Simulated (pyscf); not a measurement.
# Substitution at O: ethanol (H₃C–CH₂–OH) + H atom (H•) → ethyl (•H₂C–CH₃) + water (H₂O)

Gas phase, doublet surface, charge 0. Bonds broken: C2–O3. Bonds formed: O3–H10. Optimised with ωB97X-D3(BJ)/def2-SVP in PySCF. Correlated levels are frozen-core, on RHF or UHF. ΔMP2 is the change of the MP2 total energy from the triple- to the quadruple-zeta basis.

Transition state (Å):

```xyz
10

C     -1.6796     0.6375    -0.6668
C     -0.2043     0.3918    -0.5042
O      0.0182    -0.8470     0.6688
H     -2.2065    -0.3009    -0.8985
H     -2.1261     1.0629     0.2470
H     -1.8796     1.3479    -1.4901
H      0.3796     1.2451    -0.1353
H      0.2797    -0.0754    -1.3688
H     -0.2433    -0.4255     1.5057
H      0.3016    -1.9777     1.1373
```

One imaginary mode, 1791i cm⁻¹; descent along it reached the two sides named.

```json
[
 {"bond": "C2–O3", "change": "breaks", "reactant side (Å)": "1.412", "saddle": "1.720", "product side": "3.2"},
 {"bond": "O3–H10", "change": "forms", "reactant side (Å)": "3.0", "saddle": "1.256", "product side": "0.965"}
]
```

Electronic energies relative to the separated reactants (kcal/mol):

| level | barrier | reaction energy | reverse barrier |
|---|---|---|---|
| ωB97X-D3(BJ)/def2-TZVP | 28.0 | -22.6 | 50.6 |
| PBE/def2-TZVP | 15.8 | -22.7 | 38.5 |
| r²SCAN/def2-TZVP | 16.7 | -27.0 | 43.7 |
| B3LYP-D3(BJ)/def2-TZVP | 18.7 | -26.3 | 44.9 |
| PBE0-D3(BJ)/def2-TZVP | 22.6 | -22.9 | 45.6 |
| M06-2X/def2-TZVP | 26.9 | -22.1 | 49.0 |
| ωB97M-D3(BJ)/def2-TZVP | 25.5 | -23.7 | 49.2 |
| HF/def2-TZVP | 44.9 | -26.1 | 71.0 |
| MP2/def2-QZVPP | 30.5 | -22.2 | 52.7 |
| CCSD/def2-TZVPP | 28.0 | -27.2 | 55.1 |
| CCSD(T)/def2-TZVPP | 25.9 | -25.6 | 51.5 |
| CCSD(T)/def2-TZVPP + ΔMP2(QZVPP) | 25.0 | -26.1 | 51.1 |

With CCSD(T)/def2-TZVPP + ΔMP2(QZVPP) energies and thermal terms (ideal gas, 1 atm, RRHO with modes under 100 cm⁻¹ raised to 100, one conformer, R ln 2 for chiral ones without a mode under 150 cm⁻¹), in kcal/mol:

```tsv
T (K)	ΔH‡	ΔG‡	ΔH	ΔG
298	23.9	30.2	-25.2	-29.2
600	23.8	36.7	-25.4	-33.2
900	23.6	43.1	-26.2	-37.0
1200	23.5	49.7	-27.3	-40.4
```

This is the saddle that the search found; another between the same sides may lie lower. The angle at the attacked O is 159°. The CCSD(T) − MP2 part came from Ansatz, without density fitting, on the same reference.
